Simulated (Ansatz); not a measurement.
## C4H3FO, SMILES O=CC#CCF: a comparison of dispersion corrections, step by step

With Ansatz 0.2.0, Python API.

Input file `c4h3fo.xyz`:
```text
9

O     2.86200   -0.84190   -0.87660
C     2.27450    0.04730   -0.27780
C     0.84370    0.00300   -0.11160
C    -0.34950   -0.03390    0.02710
C    -1.79930   -0.08160    0.19400
F    -2.18220    1.02200    0.89060
H     2.78180    0.91930    0.16380
H    -2.31800   -0.07080   -0.76810
H    -2.11300   -0.96340    0.75860
```

The cells in order, each with its output:

```python
import ansatz as az

mol = az.Crystal.molecule_from_extxyz("c4h3fo.xyz")
```

```python
calc = mol.calculation().basis(gaussian="def2-SVP")
for name in ["pbe", "blyp"]:
    for correction in ("d3bj", "d4"):
        summary = calc.functional(name, dispersion=correction).run(threads=1).report
        print(f"{name:8s} {correction:5s} total {summary['free_energy_ev']:.5f} eV, of which dispersion {1000 * summary['dispersion']['energy']['ev']:.2f} meV")
```

    pbe      d3bj  total -8941.31172 eV, of which dispersion -150.81 meV
    pbe      d4    total -8941.30687 eV, of which dispersion -145.96 meV
    blyp     d3bj  total -8949.36751 eV, of which dispersion -318.55 meV
    blyp     d4    total -8949.37727 eV, of which dispersion -328.31 meV

Notes:
- Total energies depend on the basis set; only differences at equal settings carry meaning.
- The geometry is a force-field or estimated start, not a minimum of this method, and the basis set is short of its limit. D4 holds the three-body term, and d3bj doesn't.
- Hardware and time: 4.7 s on 1 thread of INTEL(R) XEON(R) PLATINUM 8581C CPU @ 2.10GHz (Emerald Rapids), on a shared host, peak memory 0.19 GiB.
